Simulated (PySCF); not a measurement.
Compound: C₆H₈.
Numbering: `[CH:1]#[C:2][CH2:3]/[CH:4]=[CH:5]\[CH3:6]` (hydrogens: H7 on C1; H8, H9 on C3; H10 on C4; H11 on C5; H12, H13, H14 on C6)

Geometry (GFN2-xTB, Å), atoms numbered from 1 in this order:
```
atom  x, y, z in Å
C1     2.955    0.891   -0.385
C2     2.040    0.308    0.118
C3     0.921   -0.410    0.700
C4    -0.002   -0.899   -0.381
C5    -1.246   -0.506   -0.605
C6    -2.036    0.513    0.149
H7     3.762    1.408   -0.812
H8     1.313   -1.269    1.256
H9     0.403    0.245    1.404
H10    0.439   -1.641   -1.034
H11   -1.787   -0.960   -1.427
H12   -2.403    1.272   -0.541
H13   -1.454    1.005    0.922
H14   -2.905    0.043    0.612
```

Computed, not measured: B3LYP/def2-SVPD in PySCF (dipole) on a GFN2-xTB geometry, gas phase.

Masses are those of the commonest isotopes; rigid-rotor values at the optimised geometry. The values belong to one conformer with, in the numbering `[CH:1]#[C:2][CH2:3]/[CH:4]=[CH:5]\[CH3:6]`, C2–C3–C4–C5 -114°.

Q: What are A, B and C (MHz)?

A: Ia = 57.34, Ib = 285.45, Ic = 297.78 u·Å²; 505379 MHz·u·Å²/I gives A = 8814, B = 1770, C = 1697 MHz.

Q: Classify the top.

A: A near-prolate asymmetric top; Ray's κ = -0.979.

Q: What does the inertial defect say?

A: Not planar: Δ = Ic − Ia − Ib = -45.01 u·Å². For a rigid frame Δ = −2 Σ m c², so Σ m c² = 22.51 u·Å² lies off the ab plane: 8.67 from hydrogen and 13.83 from heavier atoms. The atom farthest from that plane is 1.50 Å away.

Q: Give the other two planar moments, Paa and Pbb, and the rms extents of the mass along the axes.

A: Paa = Σ m a² = (Ib + Ic − Ia)/2 = 262.95 and Pbb = Σ m b² = (Ia + Ic − Ib)/2 = 34.84 u·Å². With the mass M = 80.06 u, the rms extents √(P/M) along a, b and c are 1.81, 0.66, 0.53 Å.

Q: List the rotational levels J(Ka,Kc) to J = 2 (K).

A: Above 0(0,0), as E/k:
J = 1: 1(0,1) 0.166, 1(1,1) 0.504, 1(1,0) 0.508
J = 2: 2(0,2) 0.499, 2(1,2) 0.834, 2(1,1) 0.844, 2(2,1) 1.858, 2(2,0) 1.858
The levels of one J sum to (2J + 1)J(J + 1)(A + B + C)/3.

Q: Predict some low-J microwave lines.

A: The dipole components are |μa| = 0.84 D, |μb| = 0.01 D, |μc| = 0.31 D. The squared components, which scale the intensities, stand as 1.00 : 0.00 : 0.14 (a : b : c). Some lines, for components of 0.1 D or more:

```tsv
type	branch	J(Ka,Kc)	MHz	lower level (cm⁻¹)
a	Q	3(1,2) ← 3(1,3)	440	0.923
a	R	2(1,2) ← 1(1,1)	6862	0.351
c	Q	3(1,3) ← 3(0,3)	6862	0.694
c	Q	2(1,2) ← 2(0,2)	6970	0.347
c	Q	1(1,1) ← 1(0,1)	7043	0.116
a	R	3(1,3) ← 2(1,2)	10292	0.579
a	R	3(0,3) ← 2(0,2)	10400	0.347
c	R	1(1,0) ← 0(0,0)	10584	0.000
c	R	2(1,1) ← 1(0,1)	14125	0.116
c	Q	3(2,2) ← 3(1,2)	21020	0.937
c	Q	2(2,1) ← 2(1,1)	21129	0.587
c	R	2(2,1) ← 1(1,1)	28211	0.351
```

Q: Estimate the classical rotational partition function at 10 K, 50 K and 298.15 K.

A: Point group C1, symmetry number σ = 1; q = (√π/σ)·√((kT/h)³/(ABC)), k/h = 20836.6 MHz/K: 1040 at 10 K, 11600 at 50 K, 169000 at 298.15 K.

No frequency check. Constants of a rigid frame at the computed geometry: no zero-point averaging, no centrifugal distortion. A rigid rotor knows nothing of internal rotation, which can split or shift real lines.
